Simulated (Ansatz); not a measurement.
# CH6AlSi: the cost of one run

Computed with the Python package of Ansatz 0.2.0. Level of theory: B3LYP/6-31G*.

## Step 1: Starting point

Bond lengths: C1–Al2 1.936 Å, Al2–Si3 2.347 Å, C1–H4 1.051 Å, C1–H5 1.131 Å, C1–H6 1.178 Å, Si3–H7 1.517 Å, Si3–H8 1.406 Å, Si3–H9 1.528 Å. Angles: C1–Al2–Si3 118.3°, Al2–C1–H4 111.2°, Al2–C1–H5 112.8°, Al2–C1–H6 110.1°, H4–C1–H5 108.2°, H4–C1–H6 109.2°, H5–C1–H6 105.1°, Al2–Si3–H7 108.8°, Al2–Si3–H8 110.7°, Al2–Si3–H9 109.0°, H7–Si3–H8 109.6°, H7–Si3–H9 107.1°, H8–Si3–H9 111.5°.

No structure file is read: the coordinates are typed or built in the script.

## Step 2: Script

The input, ch6alsi_scan.py:

```python
"""Potential curve of CH6AlSi along one bond."""

import ansatz as az
import matplotlib.pyplot as plt
import numpy as np

geometry_ang = [
    ("C", (-0.8278, 1.2194, -1.1069)),
    ("Al", (0.6554, 0.8975, 0.0944)),
    ("Si", (0.8425, -1.2218, 1.0864)),
    ("H", (-1.4354, 0.3672, -1.1971)),
    ("H", (-0.4939, 1.5273, -2.1428)),
    ("H", (-1.4782, 2.1189, -0.7138)),
    ("H", (2.1761, -1.8304, 0.6944)),
    ("H", (-0.2014, -2.0625, 0.6629)),
    ("H", (0.8512, -1.0618, 2.6055)),
]
geometry = az.Crystal.molecule()
for symbol, xyz in geometry_ang:
    geometry = geometry.atom(symbol, xyz)

symbols = [site.symbol for site in geometry.cartesian_sites]
start = np.array([site.position_ang for site in geometry.cartesian_sites])
axis = (start[4] - start[0]) / np.linalg.norm(start[4] - start[0])
moving = [4]
lengths, energies = [0.995, 1.041, 1.086, 1.131, 1.176, 1.222, 1.267, 1.335], []
for length in lengths:
    xyz = start.copy()
    xyz[moving] += (length - np.linalg.norm(start[4] - start[0])) * axis
    point = az.Crystal.molecule()
    for symbol, place in zip(symbols, xyz):
        point = point.atom(symbol, place.tolist())
    base = (
        point.calculation()
        .basis(gaussian="6-31G*")  # atom-centred Gaussian functions
        .functional("B3LYP")
        .spin("collinear", total=1)
    )
    r = base.run(threads=1, pin="off").report
    energies.append(r["free_energy_ev"])
    print(f"r = {length:6.3f} A  E = {energies[-1]:.5f} eV  <S^2> = {abs(r['mean_field']['state']['spin_squared']):.3f}")

# quartic fit about the minimum
fit = np.polynomial.Polynomial.fit(lengths, np.array(energies) - min(energies), 4).convert()
roots = [r.real for r in fit.deriv().roots() if abs(r.imag) < 1e-9 and fit.deriv(2)(r.real) > 0]
r_e = min(roots, key=lambda r: abs(r - lengths[int(np.argmin(energies))]))
print(f"minimum of the fit at {r_e:.4f} A, force constant {fit.deriv(2)(r_e):.2f} eV/A^2")
plt.figure(figsize=(4.5, 3))
plt.plot(lengths, np.array(energies) - min(energies), "o-")
plt.xlabel("bond length (A)")
plt.ylabel("E - E(min) (eV)")
plt.tight_layout()
plt.savefig("scan.png", dpi=100)
```

## Step 3: The calls as engine input

The package turns the script's settings into the engine's input (first run):

```yaml
crystal:
  periodic: [false, false, false]
  atoms:
    - { symbol: C, position_ang: [-0.8278, 1.2194, -1.1069] }
    - { symbol: Al, position_ang: [0.6554, 0.8975, 0.0944] }
    - { symbol: Si, position_ang: [0.8425, -1.2218, 1.0864] }
    - { symbol: H, position_ang: [-1.4354, 0.3672, -1.1971] }
    - { symbol: H, position_ang: [-0.5340758550820822, 1.490252543337008, -2.0181573876024888] }
    - { symbol: H, position_ang: [-1.4782, 2.1189, -0.7138] }
    - { symbol: H, position_ang: [2.1761, -1.8304, 0.6944] }
    - { symbol: H, position_ang: [-0.2014, -2.0625, 0.6629] }
    - { symbol: H, position_ang: [0.8512, -1.0618, 2.6055] }
basis:
  gaussian:
    orbitals: "6-31G*"
hamiltonian:
  xc: b3lyp
magnetization:
  spin_polarized: true
  initial_magnetization: 1.0
```

## Step 4: The run

Command:

```bash
$ python ch6alsi_scan.py
```

What time and memory should one allow on 1 thread of Arm Neoverse N1, shared host?

About 47 s, with a peak of 0.27 GiB.
